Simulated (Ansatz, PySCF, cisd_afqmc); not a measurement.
Species: C2H4, charge 0, singlet. C2H4 (ethene, SMILES C=C).
B3LYP-D3(BJ)/def2-TZVP minimum from Ansatz (a program for electronic structure):
```
C
C 1 1.3246
H 1 1.0833 2 121.73
H 2 1.0833 1 121.73 3 180.00
H 1 1.0833 3 116.54 2 -180.00
H 2 1.0833 4 116.54 1 180.00
```
Charge 0, spin multiplicity 1.

Atomisation energy term by term, kcal/mol (programs: Ansatz, cisd_afqmc). Radicals and triplets start from unrestricted determinants; spin-orbit coupling is neglected. Correlated methods leave the cores frozen. Rows without X2C or -DK are non-relativistic. The Monte Carlo rows (phaseless AFQMC, CISD trial, step 0.005/hartree) carry one-sigma bars that omit the constraint's bias. Outlying blocks are dropped, and bars are widened where a walk drifts. Over all cases where full CI ran beside it in this data, AFQMC minus full CI had a median of +0.1 mEh and passed +0.4 mEh in a tenth of the cases. CBS(X,Y): correlation extrapolated as X^-3, Hartree-Fock from the larger set (Q,5: extrapolated as (X+1)exp(-9√X)). A bracket is a step between two methods taken in the basis named. 'core' is core correlation in cc-pwCVTZ, 'X2C' scalar relativity in cc-pVTZ-DK, both at CCSD(T). Where a partner has so few electrons that a lower coupled-cluster level is exact, that level stands in.

| term | basis | kcal/mol |
|---|---|---|
| Hartree-Fock | CBS(cc-pVQZ,cc-pV5Z) | 428.84 |
| CCSD correlation | CBS(cc-pVQZ,cc-pV5Z) | 125.33 |
| (T) | CBS(cc-pVQZ,cc-pV5Z) | 7.49 |
| CCSDT(Q) - CCSD(T) | cc-pVTZ | 0.09 |
| CCSDTQ - CCSDT(Q) | cc-pVDZ | -0.04 |
| core correlation | cc-pwCVTZ | 2.25 |
| scalar relativity | X2C, cc-pVTZ-DK | -0.33 |
| minus zero-point energy | Hessian by PySCF at B3LYP-D3(BJ)/def2-TZVP | -31.97 |
| sum: D0 |  | 531.7 |

The step beyond CCSD(T) by other levels: CCSDTQ in cc-pVDZ 0.32; AFQMC/CISD in cc-pVDZ 0.16 ± 0.26; CCSDT(Q) in cc-pVDZ 0.36 kcal/mol.
